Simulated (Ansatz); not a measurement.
# C₂H₄O₂ (singlet): the correlation ladder, cc-pVQZ

One table from this session's results is given with a row withheld; the runs are named, their logs left out.

The runs use Ansatz 0.2.0, Gaussian basis; cc-pVQZ, core rule «outside noble gas», up to 4 orbitals frozen.

Plan: UHF; CCSD(T) on RHF; BCCD(T) on RHF.

20 further runs of the same task are left out: 2 that didn't finish, 18 set aside as unsound or not needed.

## The geometry

The geometry is an MP2(full)/6-31G* stationary point (not a proven minimum).

8 atoms, charge 0, spin multiplicity 1.

Atoms are counted from 1 here; the program's logs count them from 0.

Bond lengths: C1–O2 1.214 Å, C1–O3 1.345 Å, C1–H4 1.097 Å, O3–C5 1.443 Å, C5–H6 1.087 Å, C5–H7 1.090 Å, C5–H8 1.090 Å. Angles: O2–C1–O3 125.7°, O2–C1–H4 125.1°, O3–C1–H4 109.1°, C1–O3–C5 114.0°, O3–C5–H6 105.1°, O3–C5–H7 110.3°, O3–C5–H8 110.3°, H6–C5–H7 110.9°, H6–C5–H8 110.9°, H7–C5–H8 109.3°.

Set-up of the first run:

Contents of in.yaml:

```yaml
crystal:
  periodic: [false, false, false]
  atoms:
    - {symbol: C, position_ang: [-0.879518, -0.063269, 0.000000]}
    - {symbol: O, position_ang: [-0.659328, -1.257612, 0.000000]}
    - {symbol: O, position_ang: [0.051691, 0.907438, 0.000000]}
    - {symbol: H, position_ang: [-1.876669, 0.395195, 0.000000]}
    - {symbol: C, position_ang: [1.408590, 0.417884, 0.000000]}
    - {symbol: H, position_ang: [2.031825, 1.308761, 0.000000]}
    - {symbol: H, position_ang: [1.592812, -0.185575, 0.889397]}
    - {symbol: H, position_ang: [1.592812, -0.185575, -0.889397]}
basis:
  gaussian: {orbitals: cc-pVQZ}
magnetization: {spin_polarized: true, initial_magnetization: 0}
hamiltonian: {xc: hf}
output: {orbitals: {seedname: orbitals}}
```

The run is started by

```console
$ ansatz run in.yaml --threads 1 --pin off --events-out ev --progress --plain --max-ram 2560MiB --backend cpu
```

Among the steps run: UHF; CCSD(T) on RHF; BCCD(T) on RHF.

One of the session's tables, all rows but one given; the rest of the session is left out.

It belongs to the step «Misses and costs». 

```
  method  from RCCSD(T) (kJ/mol)
     RHF                 +2378.3
    RMP2                       ?
   RCCSD                   +99.9
RCCSD(T)                       0
 BCCD(T)                    -0.9
```

Q: Estimate the row for RMP2 from the others.

**Answer.** from RCCSD(T) (kJ/mol): +120.1. In the column «from RCCSD(T) (kJ/mol)» it lies between RCCSD (+99.9) and RHF (+2378.3).

With the free atoms at the same levels and basis (separate runs), the atomisation energy is 33.661 eV at RCCSD(T), 23.679 eV at RHF.
